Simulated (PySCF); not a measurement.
Isomers of C6H7 (doublet state), mass 79.055 u with the commonest isotopes. Computed with PySCF 2.14.0, PBE0-D3(BJ)/def2-SVP geometry optimisation, gas phase. One conformer each, none proved a minimum here; rigid rotors.

Problem. Order these by out-of-plane moment Σ m c² = (Ia + Ib − Ic)/2, largest first.
A. `C=C1C=C[C]1C` [radical]
B. `[C]1=CCC=CC1` [radical]
C. `[CH2:1][C@@H:2]1[CH:3]=[CH:4][C:5]1=[CH2:6]` (doublet state) with H–C1–C2–C3 -146° and 41°

Solution. C (9.69 u·Å²), B (3.10 u·Å²), A (1.58 u·Å²).

Problem. Order these by radius of gyration √(Σ m r²/M), largest first.
A. cyclohexadienyl radical (`[CH]1C=CCC=C1`)
B. `C=C1C=C[C]1C` [radical]
C. `[CH2:1][C@@H:2]1[CH:3]=[CH:4][C:5]1=[CH2:6]` (doublet state) with H–C1–C2–C3 -146° and 41°

Solution. B (1.671 Å), C (1.625 Å), A (1.546 Å).

Problem. Order these by dipole moment, smallest first.
A. `[CH2:1][C@@H:2]1[CH:3]=[CH:4][C:5]1=[CH2:6]` (doublet state) with H–C1–C2–C3 -146° and 41°
B. cyclohexadienyl radical (`[CH]1C=CCC=C1`)
C. `C=C1C=C[C]1C` [radical]
D. `[C]1=CCC=CC1` [radical]

Solution. A (0.38 D), B (0.53 D), C (0.76 D), D (0.94 D).

```
             SMILES  point group  Ia (u·Å²)  Ib (u·Å²)  Ic (u·Å²)     κ  μa (D)  μb (D)  μc (D)
[CH2][C@@H]1C=CC1=C           C1      95.92     122.59     199.14  0.16    0.22    0.30    0.05
       C=C1C=C[C]1C           Cs      94.56     127.88     219.29  0.08    0.76    0.10    0.00
      [CH]1C=CCC=C1          C2v      94.26      96.25     187.47  0.92    0.53    0.00    0.00
       [C]1=CCC=CC1           Cs      89.68     104.01     187.48  0.47    0.05    0.94    0.01
```
